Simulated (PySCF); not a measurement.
# Working with the constants of SiB

UHF-CCSD(T) constants of SiB, ⁴Σ⁻ (quartet), unpaired electrons σ ↑, π ↑↑ (basis Si 3-21G, B 3-21G; no relativity; PySCF 2.14; masses 27.9769 and 11.0093 u):

- ωe: 657.0 cm⁻¹
- ωexe: 6.12 cm⁻¹
- Be: 0.54154 cm⁻¹
- αe: 0.00652 cm⁻¹
- De to Si + B: 2.61 eV

Question: What force constant and bond length do these constants imply?

Answer: Reduced mass μred = 7.9004 u; k = 5.8918×10⁻⁷·μred·ωe² (u, cm⁻¹, mdyn/Å) = 2.01 mdyn/Å; Re = √(16.8576/(μred·Be)) (u, cm⁻¹, Å) = 1.985 Å.

Question: Estimate the centrifugal constant D from the Kratzer relation and find the Dunham coefficient a1.

Answer: D = 4Be³/ωe² = 1.47e-06 cm⁻¹; a1 = −1 − αeωe/(6Be²) = -3.43.

Correlated steps freeze 6 core orbitals. 3-21G is very small, so such numbers show the basis as much as the molecule. The state is the lowest determinant that a PBE0 search found; another state may lie lower at other levels.
